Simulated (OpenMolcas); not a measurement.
**AlH2Cl (SMILES [AlH2][Cl]): methods side by side**

The species is AlH2Cl (4 atoms), meant as a singlet with charge 0. SMILES: `[AlH2][Cl]`. Geometry: a GFN2-xTB relaxation, a rough one for these elements and not checked as a minimum.

```xyz
4

Al   -0.0629    0.0066   -0.0735
Cl    1.2461   -0.1310    1.4504
H    -1.3127   -0.8852   -0.1542
H     0.1295    1.0096   -1.2227
```

Each level gives the energy change with the Al1–Cl2 bond stretched from 2.014 to 2.517 Å (eV). The values are calculated.

```csv
level,kind,program,value (eV),less FCI/STO-3G,CPU time (all runs)
HF/STO-3G (restricted),Hartree–Fock,OpenMolcas,1.38,+0.13,3.4 s
SVWN5/STO-3G (restricted),LDA,OpenMolcas,1.24,-0.01,5.9 s
PBE/STO-3G (restricted),GGA,OpenMolcas,1.08,-0.17,7.2 s
r2SCAN/STO-3G (restricted),meta-GGA,OpenMolcas,1.18,-0.07,7.6 s
M06-2X/STO-3G (restricted),hybrid meta-GGA,OpenMolcas,1.28,+0.03,7.3 s
MP2/STO-3G (restricted),perturbation theory,OpenMolcas,1.31,+0.06,3.5 s
CISD/STO-3G (restricted),coupled cluster or CI,OpenMolcas,1.26,+0.01,3.9 s
FCI/STO-3G,exact in the basis,OpenMolcas,1.25,0.00,11 s
```

FCI/STO-3G is exact within its basis and frozen core, so for wave-function methods in that basis the difference is their error; functionals converge differently with the basis, so for them it is only a difference. The first shape isn't each level's own minimum. The values span 1.08 to 1.38 eV. All rows use very small basis sets, so even the best lies far from the true value. CPU times are rough (shared hosts, several kinds of processor): they show what a rung costs within a factor of a few.
